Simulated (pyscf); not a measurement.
# Four-centre exchange: O=V(Cl)(Cl)–Cl (SMILES [O]=[V]([Cl])([Cl])[Cl]) + H₂S (SMILES S) → O=V(SH)(Cl)–Cl (SMILES [O]=[V]([SH])([Cl])[Cl]) + HCl (SMILES Cl)

Gas phase, singlet surface, charge 0. Bonds broken: V2–Cl3, S6–H7. Bonds formed: V2–S6, Cl3–H7. Single points on ωB97X-D3(BJ)/def2-SVP structures (PySCF, gas phase).

Transition state (Å):

```xyz
8

O      0.6489     0.6088     0.3057
V      0.3261    -0.7057    -0.3740
Cl    -2.1887    -0.7262     0.0257
Cl    -0.2828    -0.2557    -2.3970
Cl     2.2265    -1.6170    -0.7469
S     -0.0118    -2.1689     1.5243
H     -1.5896    -1.4786     1.0834
H      0.3890    -1.2235     2.3975
```

One imaginary mode, 442i cm⁻¹; descent along it reached the two sides named, in the forms told below.

```csv
bond,change,reactant side (Å),saddle,product side
V2–Cl3,breaks,2.199,2.546,3.8
S6–H7,breaks,1.348,1.778,3.5
V2–S6,forms,2.6,2.420,2.178
Cl3–H7,forms,3.0,1.430,1.288
```

Electronic energies relative to the separated reactants (kcal/mol):

| level | barrier | reaction energy | reverse barrier |
|---|---|---|---|
| ωB97X-D3(BJ)/def2-TZVP | 17.7 | +5.6 | 12.2 |
| PBE/def2-TZVP | 16.9 | +5.9 | 11.0 |
| r²SCAN/def2-TZVP | 17.9 | +6.5 | 11.4 |
| B3LYP-D3(BJ)/def2-TZVP | 19.7 | +6.2 | 13.5 |
| PBE0-D3(BJ)/def2-TZVP | 17.1 | +5.6 | 11.5 |
| M06-2X/def2-TZVP | 21.3 | +6.4 | 14.8 |
| ωB97M-D3(BJ)/def2-TZVP | 22.2 | +6.3 | 15.8 |
| HF/def2-TZVP | 42.3 | +9.4 | 32.9 |

With ωB97M-D3(BJ)/def2-TZVP energies and thermal terms (ideal gas, 1 atm, RRHO with modes under 100 cm⁻¹ raised to 100, one conformer, R ln 2 for chiral ones without a mode under 150 cm⁻¹), in kcal/mol:

```csv
T (K),ΔH‡,ΔG‡,ΔH,ΔG
298,21.0,31.8,+6.3,+6.4
600,21.5,42.7,+6.8,+6.2
900,22.4,53.1,+7.2,+5.8
1200,23.2,63.2,+7.6,+5.2
```

On the reactant side the descent ends in an adduct with a S–V contact, 5.6 kcal/mol under the separated species and 23.3 kcal/mol under the saddle at ωB97X-D3(BJ)/def2-TZVP. What is counted as formed (S–V) is already present as a longer contact in the reactant adduct; forming that adduct is a step of its own. One saddle was located; it need not be the lowest between these sides.
